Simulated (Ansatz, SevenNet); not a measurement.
## α-phase Ga: bulk modulus B0 by level of theory

No measured value is used here.

```csv
level (code),value (GPa),cell (Å³/atom)
SevenNet-l3i5,48.7,20.36
LDA (Ansatz),66.8,18.36
PBE (Ansatz),48.4,20.29
PBE-D4 (Ansatz),?,19.00
r²SCAN+rVV10 (Ansatz),66.8,18.93
```

### Question
What belongs in the gaps?

### Answer

- PBE-D4 (Ansatz, an electronic-structure program), value (GPa): 61.6

Each level is taken at its own relaxed cell. Cutoffs differ between the levels. Ansatz's density-functional and Hartree–Fock values are scalar-relativistic unless marked +SOC, with PAW data made under PBE.

Machine-learned potentials (SevenNet-l3i5) are trained on DFT data: a solid inside that data is no test of them.
